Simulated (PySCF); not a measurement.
**SiN: from constants to spectrum**

ROHF-CCSD(T) constants of SiN, ²Σ⁺ (doublet), unpaired electrons σ ↑ (PySCF, no relativity, basis sets Si def2-SVP, N def2-SVP; masses 27.9769 and 14.0031 u):

```
ωe           : 1125.5 cm⁻¹
ωexe         : 6.49 cm⁻¹
Be           : 0.70756 cm⁻¹
αe           : 0.00536 cm⁻¹
De to Si + N : 3.85 eV
```

(1) What force constant and bond length do these constants imply?

(2) Estimate the centrifugal constant D from the Kratzer relation and find the Dunham coefficient a1.

Correlated steps freeze 6 core orbitals. Correlated levels converge slowly with the basis: in double zeta they bind strong bonds too weakly, by up to about 1 eV, and carry superposition errors of some tenths. The CCSD T1 diagnostic is raised, a sign that a single reference may not be enough here. The state was picked by a PBE0 search and need not be the measured ground state.

Answers

(1) Reduced mass μred = 9.3321 u; k = 5.8918×10⁻⁷·μred·ωe² (u, cm⁻¹, mdyn/Å) = 6.97 mdyn/Å; Re = √(16.8576/(μred·Be)) (u, cm⁻¹, Å) = 1.598 Å.

(2) D = 4Be³/ωe² = 1.12e-06 cm⁻¹; a1 = −1 − αeωe/(6Be²) = -3.01.
